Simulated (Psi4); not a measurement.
# A workflow on NO+ (nitrosonium), part 2 of 2

Psi4 1.11. Earlier steps stand in the parts before.

**4. Doublet [NO]2+: a geometry optimisation at UB3LYP/def2-SVP (density fitting) (run 3)**

File run.py:

```python
import psi4

psi4.set_memory('1600 MB')
psi4.set_num_threads(1)
psi4.set_output_file('output.dat', False)

mol = psi4.geometry("""
2 2
N      0.000000     0.000000    -0.000454
O      0.000000     0.000000     1.063617
symmetry c1
""")

psi4.set_options({
    'reference': 'uks',
})

energy_value = psi4.optimize('b3lyp/def2-SVP')
print(f'b3lyp/def2-SVP energy: {energy_value:.10f} Eh')
print(mol.to_string(dtype='xyz', units='Angstrom'))
```

Launch:

```bash
python run.py
```

output.dat:

```text
Psi4 1.11 release

gradient() will perform analytic gradient computation.

   => Loading Basis Set <=

    Name: DEF2-SVP
    Role: ORBITAL
    Keyword: BASIS

         ---------------------------------------------------------
                                   SCF
                              UKS Reference
                        1 Threads,   1525 MiB Core
         ---------------------------------------------------------

  ==> Geometry <==

    Molecular point group: c1
    Full point group: C_inf_v

    Geometry (in Angstrom), charge = 2, multiplicity = 2:

       Center              X                  Y                   Z               Mass
    ------------   -----------------  -----------------  -----------------  -----------------
         N            0.000000000000     0.000000000000    -0.567362199096    14.003074004430
         O            0.000000000000     0.000000000000     0.496708800904    15.994914619570

  Running in c1 symmetry.

  Rotational constants: A = ************  B =      1.99408  C =      1.99408 [cm^-1]
  Rotational constants: A = ************  B =  59780.94981  C =  59780.94981 [MHz]
  Nuclear repulsion =   27.849573757315067

  Charge       = 2
  Multiplicity = 2
  Electrons    = 13
  Nalpha       = 7
  Nbeta        = 6

  ==> Algorithm <==

  SCF Algorithm Type is DF.
  DIIS enabled.
  MOM disabled.
  Fractional occupation disabled.
  Guess Type is SAD.
  Energy threshold   = 1.00e-08
  Density threshold  = 1.00e-08
  Integral threshold = 1.00e-12

  ==> Primary Basis <==

  Basis Set: DEF2-SVP
    Blend: DEF2-SVP
    Number of shells: 12
    Number of basis functions: 28
    Number of Cartesian functions: 30
    Spherical Harmonics?: true
    Max angular momentum: 2

  ==> DFT Potential <==

   => LibXC <=

    Version 7.1.2

   => Composite Functional: B3LYP <=

    B3LYP Hyb-GGA Exchange-Correlation Functional

    Deriv               =              1
    GGA                 =           TRUE
    Meta                =          FALSE

    Exchange Hybrid     =           TRUE
    MP2 Hybrid          =          FALSE

   => Exchange Functionals <=

    0.0800   Slater exchange
    0.7200         Becke 88

   => Exact (HF) Exchange <=

    0.2000               HF

   => Correlation Functionals <=

    0.1900   Vosko, Wilk & Nusair (VWN5_RPA)
    0.8100   Lee, Yang & Parr

   => LibXC Density Thresholds  <==

    XC_HYB_GGA_XC_B3LYP:  1.00E-15

   => Molecular Quadrature <=

    Radial Scheme          =       TREUTLER
    Pruning Scheme         =           NONE
    Nuclear Scheme         =       TREUTLER

    Blocking Scheme        =         OCTREE
    BS radius alpha        =              1
    Pruning alpha          =              1
    Radial Points          =             75
    Spherical Points       =            302
    Total Points           =          42170
    Total Blocks           =            372
    Max Points             =            254
    Max Functions          =             28
    Weights Tolerance      =       1.00E-15

   => Loading Basis Set <=

    Name: (DEF2-SVP AUX)
    Role: JKFIT
    Keyword: DF_BASIS_SCF

  ==> Integral Setup <==

  DFHelper Memory: AOs need 0.001 GiB; user supplied 1.084 GiB.
  SCF_SUBTYPE=INCORE selected. In-core MEM_DF algorithm will be used.
  Using in-core AOs.

  ==> MemDFJK: Density-Fitted J/K Matrices <==

    J tasked:                   Yes
    K tasked:                   Yes
    wK tasked:                   No
    Memory [MiB]:              1110
    Algorithm:                 Core
    Schwarz Cutoff:           1E-12
    Mask sparsity (%):       0.0000
    Fitting Condition:        1E-10

   => Auxiliary Basis Set <=

  Basis Set: (DEF2-SVP AUX)
    Blend: DEF2-UNIVERSAL-JKFIT
    Number of shells: 50
    Number of basis functions: 154
    Number of Cartesian functions: 186
    Spherical Harmonics?: true
    Max angular momentum: 4

  Cached 100.0% of DFT collocation blocks in 0.033 [GiB].

  Minimum eigenvalue in the overlap matrix is 8.9916480415E-03.
  Reciprocal condition number of the overlap matrix is 2.7380731565E-03.
    Using symmetric orthogonalization.

  ==> Pre-Iterations <==

  SCF Guess: Superposition of Atomic Densities via on-the-fly atomic UHF (no occupation information).

   -------------------------
    Irrep   Nso     Nmo
   -------------------------
     A         28      28
   -------------------------
    Total      28      28
   -------------------------

  ==> Iterations <==

                           Total Energy        Delta E     RMS |[F,P]|

   @DF-UKS iter SAD:  -129.63828601023425   -1.29638e+02   0.00000e+00
   @DF-UKS iter   1:  -128.24609336455418    1.39219e+00   1.56633e-02 DIIS/ADIIS
   @DF-UKS iter   2:  -127.89591388126296    3.50179e-01   4.01196e-02 DIIS/ADIIS
   @DF-UKS iter   3:  -128.32339638197232   -4.27483e-01   8.33001e-03 DIIS/ADIIS
   @DF-UKS iter   4:  -128.34142834228118   -1.80320e-02   1.35118e-03 DIIS/ADIIS
   @DF-UKS iter   5:  -128.34229865140625   -8.70309e-04   3.05770e-04 DIIS/ADIIS
   @DF-UKS iter   6:  -128.34254348216049   -2.44831e-04   1.85433e-04 DIIS/ADIIS
   @DF-UKS iter   7:  -128.34267851783773   -1.35036e-04   8.01411e-05 DIIS
   @DF-UKS iter   8:  -128.34268133994289   -2.82211e-06   1.11915e-05 DIIS
   @DF-UKS iter   9:  -128.34268160817618   -2.68233e-07   5.54170e-06 DIIS
   @DF-UKS iter  10:  -128.34268162014320   -1.19670e-08   1.77505e-07 DIIS
   @DF-UKS iter  11:  -128.34268162020354   -6.03393e-11   2.95556e-08 DIIS
   @DF-UKS iter  12:  -128.34268162020388   -3.41061e-13   7.86910e-09 DIIS
  Energy and wave function converged.

  ==> Post-Iterations <==

[... 6 lines left out ...]
   @S^2 Expected:                7.500000000E-01
[... 2 lines left out ...]
   @S   Observed:                5.000000000E-01
[... 47 lines left out ...]
    Nuclear Repulsion Energy =             27.8495737573150670
[... 2 lines left out ...]
    DFT Exchange-Correlation Energy =     -11.7127884220160681
[... 2 lines left out ...]
    Total Energy =                       -128.3426816202038765
[... 25 lines left out ...]
 Dipole Z            :         -0.8103822            0.0040346           -0.8063476
[... 106 lines left out ...]
	Measures of convergence in internal coordinates in au.
[... 78 lines left out ...]
    Weights Tolerance      =       1.00E-15
[... 42 lines left out ...]
   @DF-UKS iter   1:  -128.34315876924524   -3.90829e-02   3.40338e-04 DIIS/ADIIS
[... 2 lines left out ...]
   @DF-UKS iter   4:  -128.34319786644778   -1.19822e-05   2.64580e-05 DIIS
[... 2 lines left out ...]
   @DF-UKS iter   7:  -128.34319822754168   -2.84615e-10   1.93127e-07 DIIS
[... 2 lines left out ...]
   @DF-UKS iter  10:  -128.34319822767910   -9.94760e-13   6.77549e-10 DIIS
[... 10 lines left out ...]
   @S^2 Expected:                7.500000000E-01
[... 2 lines left out ...]
   @S   Observed:                5.000000000E-01
[... 12 lines left out ...]
    Nuclear Repulsion Energy =             27.5809097482243786
[... 2 lines left out ...]
    DFT Exchange-Correlation Energy =     -11.7021134287723996
[... 2 lines left out ...]
    Total Energy =                       -128.3431982276790961
[... 25 lines left out ...]
 Dipole Z            :         -0.8075116            0.0040739           -0.8034377
[... 75 lines left out ...]
	Measures of convergence in internal coordinates in au.
[... 70 lines left out ...]
                           Total Energy        Delta E     RMS |[F,P]|
[... 3 lines left out ...]
   @DF-UKS iter   2:  -128.34323156403715   -3.02491e-06   5.98727e-05 DIIS
[... 2 lines left out ...]
   @DF-UKS iter   5:  -128.34323260821637   -3.54776e-08   8.06094e-07 DIIS
[... 2 lines left out ...]
   @DF-UKS iter   8:  -128.34323260916671   -7.38964e-13   9.90733e-09 DIIS
[... 10 lines left out ...]
   @S^2 Expected:                7.500000000E-01
[... 2 lines left out ...]
   @S   Observed:                5.000000000E-01
[... 12 lines left out ...]
    Nuclear Repulsion Energy =             27.4957390978531784
[... 2 lines left out ...]
    DFT Exchange-Correlation Energy =     -11.6987614459082323
[... 2 lines left out ...]
    Total Energy =                       -128.3432326091667051
[... 25 lines left out ...]
 Dipole Z            :         -0.8066123            0.0040865           -0.8025257
[... 75 lines left out ...]
	Measures of convergence in internal coordinates in au.
[... 70 lines left out ...]
                           Total Energy        Delta E     RMS |[F,P]|
[... 3 lines left out ...]
   @DF-UKS iter   2:  -128.34323271381524   -9.63180e-09   3.49602e-06 DIIS
[... 2 lines left out ...]
   @DF-UKS iter   5:  -128.34323271735164   -1.14113e-10   4.60236e-08 DIIS
[... 2 lines left out ...]
  Energy and wave function converged.
[... 8 lines left out ...]
   @Spin Contamination Metric:   2.670502067E-02
   @S^2 Expected:                7.500000000E-01
   @S^2 Observed:                7.767050207E-01
   @S   Expected:                5.000000000E-01
   @S   Observed:                5.000000000E-01

    Orbital Energies [Eh]
    ---------------------

    Alpha Occupied:

       1A    -20.309990     2A    -15.582498     3A     -2.252723
       4A     -1.590063     5A     -1.466743     6A     -1.454747
       7A     -1.454747

    Alpha Virtual:

       8A     -0.999120     9A     -0.999120    10A     -0.422697
      11A     -0.230536    12A     -0.107025    13A     -0.107025
      14A     -0.097213    15A      0.102297    16A      0.179612
      17A      0.179612    18A      0.501167    19A      0.965424
      20A      0.965424    21A      1.020954    22A      1.020954
      23A      1.732016    24A      1.732016    25A      1.846379
      26A      2.412949    27A      2.412949    28A      2.784616

    Beta Occupied:

       1A    -20.310317     2A    -15.550397     3A     -2.237094
       4A     -1.508403     5A     -1.443191     6A     -1.443191

    Beta Virtual:

       7A     -1.246952     8A     -0.960717     9A     -0.960717
      10A     -0.376899    11A     -0.208304    12A     -0.089767
      13A     -0.089767    14A     -0.041899    15A      0.119839
      16A      0.176084    17A      0.176084    18A      0.507477
      19A      1.028753    20A      1.028753    21A      1.064082
      22A      1.064082    23A      1.726835    24A      1.726835
      25A      1.931777    26A      2.451029    27A      2.451029
      28A      2.817975

    Final Occupation by Irrep:
              A
    DOCC [     6 ]
    SOCC [     1 ]
    NA   [     7 ]
    NB   [     6 ]

  @DF-UKS Final Energy:  -128.34323271735474

   => Energetics <=

    Nuclear Repulsion Energy =             27.4909100067853203
    One-Electron Energy =                -216.6494183136141487
    Two-Electron Energy =                  72.5138472891383543
    DFT Exchange-Correlation Energy =     -11.6985716996642619
    Empirical Dispersion Energy =           0.0000000000000000
    VV10 Nonlocal Energy =                  0.0000000000000000
    Total Energy =                       -128.3432327173547378

  UHF NO Occupations:
  HONO-2 :    5  A 1.9937013
  HONO-1 :    6  A 1.9937013
  HONO-0 :    7  A 1.0000000
  LUNO+0 :    8  A 0.0062987
  LUNO+1 :    9  A 0.0062987
  LUNO+2 :   10  A 0.0007601
  LUNO+3 :   11  A 0.0000348

Computation Completed

Properties will be evaluated at   0.000000,   0.000000,   0.000000 [a0]

Properties computed using the SCF density matrix

 Multipole Moments:

 ------------------------------------------------------------------------------------
     Multipole            Electronic (a.u.)      Nuclear  (a.u.)        Total (a.u.)
 ------------------------------------------------------------------------------------

 L = 1.  Multiply by 2.5417464519 to convert [e a0] to [Debye]
 Dipole X            :          0.0000000            0.0000000            0.0000000
 Dipole Y            :          0.0000000            0.0000000            0.0000000
 Dipole Z            :         -0.8065614            0.0040872           -0.8024742
 Magnitude           :                                                    0.8024742

 ------------------------------------------------------------------------------------

	total time  =          0 seconds =       0.00 minutes

         ------------------------------------------------------------
                                   SCF GRAD
         ------------------------------------------------------------

  ==> Geometry <==

    Molecular point group: c1
    Full point group: C_inf_v

    Geometry (in Angstrom), charge = 2, multiplicity = 2:

       Center              X                  Y                   Z               Mass
    ------------   -----------------  -----------------  -----------------  -----------------
         N            0.000000000000     0.000000000000    -0.574764364182    14.003074004430
         O            0.000000000000     0.000000000000     0.503189177196    15.994914619570

  Nuclear repulsion =   27.490910006785320

   => Molecular Quadrature <=

    Radial Scheme          =       TREUTLER
    Pruning Scheme         =           NONE
    Nuclear Scheme         =       TREUTLER

    Blocking Scheme        =         OCTREE
    BS radius alpha        =              1
    Pruning alpha          =              1
    Radial Points          =             75
    Spherical Points       =            302
    Total Points           =          42178
    Total Blocks           =            372
    Max Points             =            254
    Max Functions          =             28
    Weights Tolerance      =       1.00E-15

  -Total Gradient:
     Atom            X                  Y                   Z
    ------   -----------------  -----------------  -----------------
       1       -0.000000000000    -0.000000000000     0.000031294787
       2        0.000000000000    -0.000000000000    -0.000035593049

	total time  =          0 seconds =       0.00 minutes

    			-----------------------------------------

    			 OPTKING 3.0: for geometry optimizations

    			        with contributions from

    			-----------------------------------------

	                            ===> Fragment 1 <==

	 Z (Atomic Numbers)          Masses                          Geom
	       7.000000            14.003074          0.00000000  0.00000000 -1.08614723
	       8.000000            15.994915          0.00000000  0.00000000  0.95088973

	 - Coordinate -           - BOHR/RAD -       - ANG/DEG -
	 R(1,2)           =         2.037037           1.077954

	        --- Internal Coordinate Step in ANG or DEG, aJ/ANG or AJ/DEG ---
	-------------------------------------------------------------------------------
	           Coordinate      Previous         Force          Change          New
	           ----------      --------        ------          ------        ------
	               R(1,2)       1.07795        0.00028        0.00001       1.07796
	-------------------------------------------------------------------------------

	                                 ==> Convergence Check <==

	Measures of convergence in internal coordinates in au.

	Criteria marked as inactive (o), active & met (*), and active & unmet ( ).

	----------------------------------------------------------------------------------------------
	   Step    Total Energy     Delta E     Max Force     RMS Force      Max Disp      RMS Disp
	----------------------------------------------------------------------------------------------
	  Convergence Criteria     1.00e-06 *    3.00e-04 *             o    1.20e-03 *             o
	----------------------------------------------------------------------------------------------
	     4    -128.34323272   -1.08e-07 *    3.34e-05 *    3.34e-05 o    2.05e-05 *    2.05e-05 o  ~
	----------------------------------------------------------------------------------------------

Next Geometry in Ang
	Fragment 1 (Ang)

	    N   0.0000000000   0.0000000000  -0.5747697900
	    O   0.0000000000   0.0000000000   0.5031946030

    Final optimized geometry and variables:
    Molecular point group: c1
    Full point group: C_inf_v

    Geometry (in Angstrom), charge = 2, multiplicity = 2:

    N            0.000000000000     0.000000000000    -0.574764364182
    O            0.000000000000     0.000000000000     0.503189177196

[set-up sections that repeat, and orbital energies of the middle runs, are left out above]
```

The script printed:

```text
Optimizer: Optimization complete!
b3lyp/def2-SVP energy: -128.3432327174 Eh
2
2 2 NO
N                     0.000000000000     0.000000000000    -0.574764364182
O                     0.000000000000     0.000000000000     0.503189177196
```

Run time: 5.7 s. Hardware: 1 thread of Intel Xeon 6975P-C (Granite Rapids), shared host; peak memory 0.25 GiB.

Steps, from the record of the run:

```tsv
step	energy from the first frame kept (eV)	largest force (eV/Å)
0	0.0000	2.2019
1	-0.0141	0.5353
2	-0.0150	0.0301
3	-0.0150	0.0018
```

After the run. Bond lengths: N1–O2 1.078 Å.

**5. The energy at B3LYP/def2-SVP (density fitting) (run 4)**

File input.in:

```
memory 1600 MB

molecule m {
  1 1
  N      0.000000     0.000000    -0.007856
  O      0.000000     0.000000     1.070097
}

set {
  basis     def2-SVP
  reference rks
}

E = energy('b3lyp')
print_variables()
```

Launch:

```bash
psi4 input.in input.out -n 1
```

input.out, cut to the lines that bear on the results:

```text
[...]
  Running in c2v symmetry.
[...]
  Nuclear repulsion =   27.490923813487232
[...]
  Multiplicity = 1
[...]
  Nalpha       = 7
  Nbeta        = 7
[...]
    Number of basis functions: 28
[...]
   @DF-RKS iter   1:  -129.42025957657222    1.83861e-01   9.10710e-03 DIIS/ADIIS
[...]
   @DF-RKS iter   7:  -129.43018581332268   -1.96010e-09   2.28905e-07 DIIS
[...]
    Orbital Energies [Eh]
    ---------------------
    Doubly Occupied:
       1A1   -19.782969     2A1   -14.979936     3A1    -1.766876
       4A1    -1.089322     1B1    -0.987207     1B2    -0.987207
       5A1    -0.919924
[...]
  @DF-RKS Final Energy:  -129.43018581332268
   => Energetics <=
    Nuclear Repulsion Energy =             27.4909238134872318
    One-Electron Energy =                -224.1247410448886512
    Two-Electron Energy =                  79.2911783897720426
    DFT Exchange-Correlation Energy =     -12.0875469716933051
    Empirical Dispersion Energy =           0.0000000000000000
    VV10 Nonlocal Energy =                  0.0000000000000000
    Total Energy =                       -129.4301858133226801
[...]
 Multipole Moments:
 ------------------------------------------------------------------------------------
     Multipole            Electronic (a.u.)      Nuclear  (a.u.)        Total (a.u.)
 ------------------------------------------------------------------------------------
 L = 1.  Multiply by 2.5417464519 to convert [e a0] to [Debye]
 Dipole X            :          0.0000000            0.0000000            0.0000000
 Dipole Y            :          0.0000000            0.0000000            0.0000000
 Dipole Z            :         -0.1833880            0.0040872           -0.1793008
 Magnitude           :                                                    0.1793008
[...]
```

Run time: 1.8 s. Hardware: 1 thread of Intel Xeon 6975P-C (Granite Rapids), shared host; peak memory 0.22 GiB.

**6. Outcome**

This closing draws on all 2 parts.

| quantity | value |
| --- | --- |
| run 1, B3LYP/def2-SVP: total energy at the end | -129.43079 Eh |
| run 1, B3LYP/def2-SVP: HOMO energy | -25.05 eV |
| run 1, B3LYP/def2-SVP: LUMO energy | -13.67 eV |
| run 1, B3LYP/def2-SVP: HOMO–LUMO gap | 11.38 eV |
| run 1, B3LYP/def2-SVP: bond length | 1.064 Å |
| doublet [NO]2+, run 2: total energy | -128.34268 Eh |
| doublet [NO]2+, run 2: HOMO energy (highest over α and β) | -39.49 eV |
| doublet [NO]2+, run 2: LUMO energy (lowest over α and β) | -33.97 eV |
| doublet [NO]2+, run 2: ⟨S²⟩ | 0.774 |
| doublet [NO]2+, run 3: total energy at the end | -128.34323 Eh |
| doublet [NO]2+, run 3: HOMO energy (highest over α and β) | -39.27 eV |
| doublet [NO]2+, run 3: LUMO energy (lowest over α and β) | -33.93 eV |
| doublet [NO]2+, run 3: bond length | 1.078 Å |
| doublet [NO]2+, run 3: ⟨S²⟩ | 0.777 |
| run 4, B3LYP/def2-SVP: total energy | -129.43019 Eh |
| run 4, B3LYP/def2-SVP: HOMO energy | -25.03 eV |
| run 4, B3LYP/def2-SVP: LUMO energy | -13.85 eV |
| run 4, B3LYP/def2-SVP: HOMO–LUMO gap | 11.18 eV |
| adiabatic ionisation energy (to the doublet dication, no zero-point term) | 29.594 eV |

**Reading.** The adiabatic ionisation energy (to the doublet dication, no zero-point term) is 29.59 eV (682 kcal/mol). The optimisation (run 1, B3LYP/def2-SVP) took 3 steps and changed the energy by -0.000 eV. The optimisation (doublet [NO]2+, run 3) took 4 steps and changed the energy by -0.015 eV.
